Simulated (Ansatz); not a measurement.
## Ansatz (development build ahead of 0.2.0) run

```yaml
crystal:
  periodic: [false, false, false]
  atoms:
    - { symbol: H, position_ang: [-0.45494, 0.52786, 0.27379] }
    - { symbol: C, position_ang: [0.26388, 0.63389, 1.04338] }
    - { symbol: C, position_ang: [1.10452, 0.5291, 1.97288] }
    - { symbol: O, position_ang: [1.78858, 0.43482, 2.94694] }
basis:
  gaussian: { orbitals: def2-SVP }
magnetization:
  spin_polarized: true
  initial_magnetization: 1
hamiltonian:
  xc: hf
output:
  forces: true
```

The input is written out in the form of the current development build from the run's settings.

Output:

```
Converged                       : yes
Total energy                    : -150.96304 hartree
Spin squared of the determinant : 0.850
Stability test                  : minimum
```

Forces (eV/Å):
| atom | Fx | Fy | Fz |
| --- | --- | --- | --- |
| H1 | -0.132 | 0.035 | -0.277 |
| C2 | 0.820 | -0.052 | 0.636 |
| C3 | 0.369 | -0.270 | 1.781 |
| O4 | -1.057 | 0.288 | -2.141 |

Caution: the unrestricted determinant is spin contaminated.
